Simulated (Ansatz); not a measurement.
The input, for Ansatz 0.2.0:

```yaml
crystal:
  periodic: [false, false, false]
  atoms:
    - {symbol: N, position_ang: [0.000000, 0.000000, 0.000000]}
    - {symbol: N, position_ang: [0.000000, 0.000000, 1.089486]}
basis:
  gaussian: {orbitals: 6-31G}
correlation: {method: fic_mrcisd_q, electrons: outside_noble_gas, active_space: {window: {electrons: 10, orbitals: 8}, shells: [{species: "N", l: s, shell: 2}, {species: "N", l: p, shell: 2}]}}
```

```sh
$ ansatz run in.yaml --threads 1 --pin off --events-out ev --progress --plain --max-ram 2176MiB
```

Output:

```
406 factors; integrals over basis functions are off by at most 2.0e-8 eV
mean field evaluation 1: about -2962.2024 eV, gradient 8.7e0 eV
mean field evaluation 2: about -2962.2197 eV, gradient 8.8e0 eV
mean field evaluation 4: about -2962.4494 eV, gradient 2.5e-1 eV
mean field evaluation 8: about -2962.4493 eV, gradient 1.3e-6 eV
mean field -2962.44932061 eV, -108.8680045121 hartree, gradient 2.0e-6 eV, S^2 0.000000; 0 other end points of the search recorded, 0 dependent functions left out
reference -2962.44932061 eV, -108.8680045121 hartree; 7, 7 occupied and 11, 11 virtual orbitals, 406 factors
state -2966.76954108 eV, -109.0267696862 hartree
contracted CI cycle   1: correlation 0.00000000 eV, 0.0000000000 hartree, residual 1.25e1 eV
contracted CI cycle   2: correlation -1.89343733 eV, -0.0695825385 hartree, residual 2.34e0 eV
contracted CI cycle   3: correlation -1.95647209 eV, -0.0718990232 hartree, residual 5.01e-1 eV
contracted CI cycle   4: correlation -1.95971546 eV, -0.0720182148 hartree, residual 1.11e-1 eV
contracted CI cycle   5: correlation -1.95987248 eV, -0.0720239853 hartree, residual 2.38e-2 eV
contracted CI cycle   6: correlation -1.95987861 eV, -0.0720242105 hartree, residual 4.21e-3 eV
contracted CI cycle   7: correlation -1.95987882 eV, -0.0720242182 hartree, residual 9.55e-4 eV
state -2966.76954108 eV, -109.0267696862 hartree; corrected -2968.78163878 eV, -109.1007129128 hartree
Total energy: -2968.78163878 eV, -109.1007129128 hartree
Checks for a lower state left out: starts, orbital_swaps
```

Natural occupations: 1.9960 1.9886 1.9814 1.9374 1.9374 0.0696 0.0696 0.0198.

For the same geometry and basis full CI lies 10.3 meV lower.

Ran on 1 thread of Intel Xeon 6975P-C, shared host: 1.7 s wall, 0.2 GiB peak host memory.
